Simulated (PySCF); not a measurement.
## SMILES C[C@@H]1C[C@@H]1CF, C5H9F

Cartesian coordinates in Å; atom numbers follow the order of the lines, from 1:
```xyz
15

C     1.5363   -0.7482   -0.1341
C     0.7875    0.5598   -0.1502
C     0.1009    1.0491    1.0880
C    -0.7192    0.6157   -0.0940
C    -1.5520   -0.6418   -0.0519
F    -1.1186   -1.5804   -0.9649
H     1.0979   -1.4435    0.5766
H     1.5182   -1.2104   -1.1190
H     2.5740   -0.5751    0.1476
H     1.2561    1.3103   -0.7768
H     0.1098    0.4007    1.9517
H     0.1286    2.0998    1.3332
H    -1.1738    1.4072   -0.6783
H    -1.4973   -1.1322    0.9268
H    -2.5975   -0.4329   -0.2984
```

The calculation used GIAO B3LYP/pcSseg-1 magnetisability, rotational g tensor and spin-rotation constants, non-relativistic, gas phase in PySCF 2.14.0. Geometry: GFN2-xTB, dihedral held. The dihedral C2–C4–C5–F6 is held at 315°.

(1) What are the magnetisability and the molar susceptibility?

(2) Split it along the inertial axes a, b, c into diamagnetic and paramagnetic parts about the centre of mass, with the quadrupole moment.

(3) And the rotational g tensor?

Answers

(1) Isotropic -1064 × 10⁻³⁰ J/T², or -64.1 × 10⁻⁶ cm³/mol; principal values -1203, -1016, -972 × 10⁻³⁰ J/T², anisotropy 212 × 10⁻³⁰ J/T² (root of half the summed squared differences of the principal values). The susceptibility is in cgs units.

(2) 
| axis | χ (10⁻⁶ cm³/mol) | diamagnetic (10⁻⁶ cm³/mol) | paramagnetic (10⁻⁶ cm³/mol) | summed x² of all electrons (Å²) | quadrupole Θ (D Å) |
| --- | --- | --- | --- | --- | --- |
| a | -62.5 | -335.1 | 272.6 | 88.3 | -2.88 |
| b | -66.8 | -462.2 | 395.5 | 58.4 | +0.77 |
| c | -63.0 | -622.3 | 559.4 | 20.6 | +2.11 |

Anisotropies 2χaa − χbb − χcc = +4.7 and 2χbb − χaa − χcc = -8.1 × 10⁻⁶ cm³/mol. Θ is traceless in Buckingham's convention.

(3) 
| axis | rotational constant (GHz) | g | nuclear part | electronic part |
| --- | --- | --- | --- | --- |
| a | 5.1212 | -0.0057 | 0.6502 | -0.6559 |
| b | 3.1063 | -0.0004 | 0.5768 | -0.5772 |
| c | 2.2226 | -0.0050 | 0.5790 | -0.5841 |

Asymmetric top; isotopes 12C, 19F, 1H; no vibrational averaging.
